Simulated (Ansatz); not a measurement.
Ansatz (an electronic-structure program) input (B3LYP-D3(BJ)/def2-TZVP):

Ansatz 0.2 input:
```yaml
crystal:
  periodic: [false, false, false]
  atoms:
    - {symbol: O, position_ang: [0.82448034, -0.71617835, -0.05253853]}
    - {symbol: C, position_ang: [-0.34237428, -0.21782999, 0.00514315]}
    - {symbol: O, position_ang: [-0.61283652, 1.00175597, 0.05424341]}
    - {symbol: H, position_ang: [1.56965726, -0.07432635, -0.05830396]}
    - {symbol: H, position_ang: [-1.20856211, -0.90331471, 0.01380597]}
basis:
  gaussian:
    orbitals: def2-TZVP
hamiltonian:
  xc: b3lyp
  dispersion: d3bj
total_charge: 1
magnetization: {spin_polarized: true, initial_magnetization: 1}
phonons: {temperatures: {t_min: 298.15, t_max: 298.15, t_step: 100}}
```

Output:

```
Functional definition: B3LYP
integrals: 0.02 GiB planned
570 factors; their error is unknown
mean field: 0.31 GiB planned
mean field evaluation 1: about -5145.6581 eV, gradient 5.4e1 eV
mean field evaluation 2: about -5134.2953 eV, gradient 7.7e1 eV
mean field evaluation 4: about -5154.6704 eV, gradient 7.0e0 eV
mean field evaluation 8: about -5154.8398 eV, gradient 1.1e-1 eV
mean field evaluation 16: about -5154.8425 eV, gradient 8.7e-5 eV
mean field -5154.84254885 eV, -189.4369695923 hartree, gradient 1.7e-5 eV, S^2 0.754866; 1 other end points of the search recorded, 0 dependent functions left out
the calculation of the forces begins
reference -5154.84270770 eV, -189.4369754302 hartree; 12, 11 occupied and 93, 94 virtual orbitals, 570 factors
these checks for a lower state are left out or cut short: stability, starts, cluster_reference, orbital_swaps, neighbouring_geometries, increment
integrals: 0.02 GiB planned
570 factors; their error is unknown
mean field: 0.31 GiB planned
mean field evaluation 32: about -5154.8423 eV, gradient 1.5e-4 eV
mean field -5154.84232733 eV, -189.4369614516 hartree, gradient 1.3e-6 eV, S^2 0.754883; 0 other end points of the search recorded, 0 dependent functions left out
the calculation of the forces begins
reference -5154.84248611 eV, -189.4369672866 hartree; 12, 11 occupied and 93, 94 virtual orbitals, 570 factors
these checks for a lower state are left out or cut short: stability, starts, cluster_reference, orbital_swaps, neighbouring_geometries, increment
integrals: 0.02 GiB planned
570 factors; their error is unknown
mean field: 0.31 GiB planned
mean field -5154.84231224 eV, -189.4369608971 hartree, gradient 2.9e-6 eV, S^2 0.754850; 0 other end points of the search recorded, 0 dependent functions left out
the calculation of the forces begins
reference -5154.84247117 eV, -189.4369667378 hartree; 12, 11 occupied and 93, 94 virtual orbitals, 570 factors
these checks for a lower state are left out or cut short: stability, starts, cluster_reference, orbital_swaps, neighbouring_geometries, increment
integrals: 0.02 GiB planned
570 factors; their error is unknown
mean field: 0.31 GiB planned
mean field -5154.84248073 eV, -189.4369670891 hartree, gradient 1.7e-6 eV, S^2 0.754861; 0 other end points of the search recorded, 0 dependent functions left out
the calculation of the forces begins
reference -5154.84263956 eV, -189.4369729260 hartree; 12, 11 occupied and 93, 94 virtual orbitals, 570 factors
these checks for a lower state are left out or cut short: stability, starts, cluster_reference, orbital_swaps, neighbouring_geometries, increment
integrals: 0.02 GiB planned
570 factors; their error is unknown
mean field: 0.31 GiB planned
mean field -5154.84248354 eV, -189.4369671925 hartree, gradient 1.7e-6 eV, S^2 0.754872; 0 other end points of the search recorded, 0 dependent functions left out
the calculation of the forces begins
reference -5154.84264242 eV, -189.4369730313 hartree; 12, 11 occupied and 93, 94 virtual orbitals, 570 factors
these checks for a lower state are left out or cut short: stability, starts, cluster_reference, orbital_swaps, neighbouring_geometries, increment
integrals: 0.02 GiB planned
570 factors; their error is unknown
mean field: 0.31 GiB planned
mean field evaluation 64: about -5154.8423 eV, gradient 8.2e-7 eV
mean field -5154.84233707 eV, -189.4369618095 hartree, gradient 1.3e-6 eV, S^2 0.754857; 0 other end points of the search recorded, 0 dependent functions left out
the calculation of the forces begins
reference -5154.84249599 eV, -189.4369676499 hartree; 12, 11 occupied and 93, 94 virtual orbitals, 570 factors
these checks for a lower state are left out or cut short: stability, starts, cluster_reference, orbital_swaps, neighbouring_geometries, increment
integrals: 0.02 GiB planned
570 factors; their error is unknown
mean field: 0.31 GiB planned
mean field -5154.84234568 eV, -189.4369621260 hartree, gradient 3.0e-6 eV, S^2 0.754876; 0 other end points of the search recorded, 0 dependent functions left out
the calculation of the forces begins
reference -5154.84250446 eV, -189.4369679613 hartree; 12, 11 occupied and 93, 94 virtual orbitals, 570 factors
these checks for a lower state are left out or cut short: stability, starts, cluster_reference, orbital_swaps, neighbouring_geometries, increment
integrals: 0.02 GiB planned
570 factors; their error is unknown
mean field: 0.31 GiB planned
mean field -5154.84242312 eV, -189.4369649720 hartree, gradient 1.7e-6 eV, S^2 0.754870; 0 other end points of the search recorded, 0 dependent functions left out
the calculation of the forces begins
reference -5154.84258198 eV, -189.4369708101 hartree; 12, 11 occupied and 93, 94 virtual orbitals, 570 factors
these checks for a lower state are left out or cut short: stability, starts, cluster_reference, orbital_swaps, neighbouring_geometries, increment
integrals: 0.02 GiB planned
570 factors; their error is unknown
mean field: 0.31 GiB planned
mean field -5154.84242078 eV, -189.4369648861 hartree, gradient 1.7e-6 eV, S^2 0.754863; 0 other end points of the search recorded, 0 dependent functions left out
the calculation of the forces begins
reference -5154.84257963 eV, -189.4369707236 hartree; 12, 11 occupied and 93, 94 virtual orbitals, 570 factors
these checks for a lower state are left out or cut short: stability, starts, cluster_reference, orbital_swaps, neighbouring_geometries, increment
integrals: 0.02 GiB planned
570 factors; their error is unknown
mean field: 0.31 GiB planned
mean field evaluation 96: about -5154.8425 eV, gradient 1.3e-6 eV
mean field -5154.84252147 eV, -189.4369685864 hartree, gradient 1.3e-6 eV, S^2 0.754864; 0 other end points of the search recorded, 0 dependent functions left out
the calculation of the forces begins
reference -5154.84268031 eV, -189.4369744234 hartree; 12, 11 occupied and 93, 94 virtual orbitals, 570 factors
these checks for a lower state are left out or cut short: stability, starts, cluster_reference, orbital_swaps, neighbouring_geometries, increment
integrals: 0.02 GiB planned
570 factors; their error is unknown
mean field: 0.31 GiB planned
mean field -5154.84253361 eV, -189.4369690325 hartree, gradient 3.0e-6 eV, S^2 0.754869; 0 other end points of the search recorded, 0 dependent functions left out
the calculation of the forces begins
reference -5154.84269249 eV, -189.4369748712 hartree; 12, 11 occupied and 93, 94 virtual orbitals, 570 factors
these checks for a lower state are left out or cut short: stability, starts, cluster_reference, orbital_swaps, neighbouring_geometries, increment
integrals: 0.02 GiB planned
570 factors; their error is unknown
mean field: 0.31 GiB planned
mean field -5154.84247179 eV, -189.4369667605 hartree, gradient 1.6e-6 eV, S^2 0.754872; 0 other end points of the search recorded, 0 dependent functions left out
the calculation of the forces begins
reference -5154.84263067 eV, -189.4369725994 hartree; 12, 11 occupied and 93, 94 virtual orbitals, 570 factors
these checks for a lower state are left out or cut short: stability, starts, cluster_reference, orbital_swaps, neighbouring_geometries, increment
integrals: 0.02 GiB planned
570 factors; their error is unknown
mean field: 0.31 GiB planned
mean field -5154.84246138 eV, -189.4369663781 hartree, gradient 2.8e-6 eV, S^2 0.754860; 0 other end points of the search recorded, 0 dependent functions left out
the calculation of the forces begins
reference -5154.84262021 eV, -189.4369722149 hartree; 12, 11 occupied and 93, 94 virtual orbitals, 570 factors
these checks for a lower state are left out or cut short: stability, starts, cluster_reference, orbital_swaps, neighbouring_geometries, increment
integrals: 0.02 GiB planned
570 factors; their error is unknown
mean field: 0.31 GiB planned
mean field -5154.84247091 eV, -189.4369667281 hartree, gradient 1.4e-6 eV, S^2 0.754866; 0 other end points of the search recorded, 0 dependent functions left out
the calculation of the forces begins
reference -5154.84262984 eV, -189.4369725688 hartree; 12, 11 occupied and 93, 94 virtual orbitals, 570 factors
these checks for a lower state are left out or cut short: stability, starts, cluster_reference, orbital_swaps, neighbouring_geometries, increment
integrals: 0.02 GiB planned
570 factors; their error is unknown
mean field: 0.31 GiB planned
mean field evaluation 128: about -5154.8409 eV, gradient 1.6e-4 eV
mean field -5154.84244843 eV, -189.4369659019 hartree, gradient 2.8e-6 eV, S^2 0.754867; 0 other end points of the search recorded, 0 dependent functions left out
the calculation of the forces begins
reference -5154.84260720 eV, -189.4369717369 hartree; 12, 11 occupied and 93, 94 virtual orbitals, 570 factors
these checks for a lower state are left out or cut short: stability, starts, cluster_reference, orbital_swaps, neighbouring_geometries, increment
integrals: 0.02 GiB planned
570 factors; their error is unknown
mean field: 0.31 GiB planned
mean field -5154.84251258 eV, -189.4369682597 hartree, gradient 1.8e-6 eV, S^2 0.754866; 0 other end points of the search recorded, 0 dependent functions left out
the calculation of the forces begins
reference -5154.84267146 eV, -189.4369740984 hartree; 12, 11 occupied and 93, 94 virtual orbitals, 570 factors
these checks for a lower state are left out or cut short: stability, starts, cluster_reference, orbital_swaps, neighbouring_geometries, increment
integrals: 0.02 GiB planned
570 factors; their error is unknown
mean field: 0.31 GiB planned
mean field -5154.84251529 eV, -189.4369683591 hartree, gradient 1.8e-6 eV, S^2 0.754867; 0 other end points of the search recorded, 0 dependent functions left out
the calculation of the forces begins
reference -5154.84267412 eV, -189.4369741961 hartree; 12, 11 occupied and 93, 94 virtual orbitals, 570 factors
these checks for a lower state are left out or cut short: stability, starts, cluster_reference, orbital_swaps, neighbouring_geometries, increment
integrals: 0.02 GiB planned
570 factors; their error is unknown
mean field: 0.31 GiB planned
mean field -5154.84247608 eV, -189.4369669181 hartree, gradient 1.3e-6 eV, S^2 0.754862; 0 other end points of the search recorded, 0 dependent functions left out
the calculation of the forces begins
reference -5154.84263489 eV, -189.4369727542 hartree; 12, 11 occupied and 93, 94 virtual orbitals, 570 factors
these checks for a lower state are left out or cut short: stability, starts, cluster_reference, orbital_swaps, neighbouring_geometries, increment
integrals: 0.02 GiB planned
570 factors; their error is unknown
mean field: 0.31 GiB planned
mean field evaluation 160: about -5154.8425 eV, gradient 1.4e-4 eV
mean field -5154.84249304 eV, -189.4369675416 hartree, gradient 2.8e-6 eV, S^2 0.754870; 0 other end points of the search recorded, 0 dependent functions left out
the calculation of the forces begins
reference -5154.84265195 eV, -189.4369733812 hartree; 12, 11 occupied and 93, 94 virtual orbitals, 570 factors
these checks for a lower state are left out or cut short: stability, starts, cluster_reference, orbital_swaps, neighbouring_geometries, increment
integrals: 0.02 GiB planned
570 factors; their error is unknown
mean field: 0.31 GiB planned
mean field -5154.84251734 eV, -189.4369684344 hartree, gradient 1.7e-6 eV, S^2 0.754863; 0 other end points of the search recorded, 0 dependent functions left out
the calculation of the forces begins
reference -5154.84267616 eV, -189.4369742709 hartree; 12, 11 occupied and 93, 94 virtual orbitals, 570 factors
these checks for a lower state are left out or cut short: stability, starts, cluster_reference, orbital_swaps, neighbouring_geometries, increment
integrals: 0.02 GiB planned
570 factors; their error is unknown
mean field: 0.31 GiB planned
mean field -5154.84252422 eV, -189.4369686875 hartree, gradient 1.7e-6 eV, S^2 0.754869; 0 other end points of the search recorded, 0 dependent functions left out
the calculation of the forces begins
reference -5154.84268312 eV, -189.4369745267 hartree; 12, 11 occupied and 93, 94 virtual orbitals, 570 factors
Total energy: -5154.92622937 eV, -189.4400447949 hartree
Atom 0 at     0.824480    -0.716178    -0.052539 Å, force     0.000350     0.000309    -0.000002 eV/Å
Atom 1 at    -0.342374    -0.217830     0.005143 Å, force    -0.000461     0.001135     0.000053 eV/Å
Atom 2 at    -0.612837     1.001756     0.054243 Å, force     0.000537    -0.000511    -0.000036 eV/Å
Atom 3 at     1.569657    -0.074326    -0.058304 Å, force     0.000159    -0.000145    -0.000010 eV/Å
Atom 4 at    -1.208562    -0.903315     0.013806 Å, force    -0.000584    -0.000789    -0.000005 eV/Å
Dipole moment:     0.044737    -0.092729    -0.004594 e Å
Vibrations: 471.76 710.38 1006.88 1171.23 1204.92 1373.70 1534.05 2979.90 3572.94 cm⁻¹, zero-point energy 0.869487 eV
```
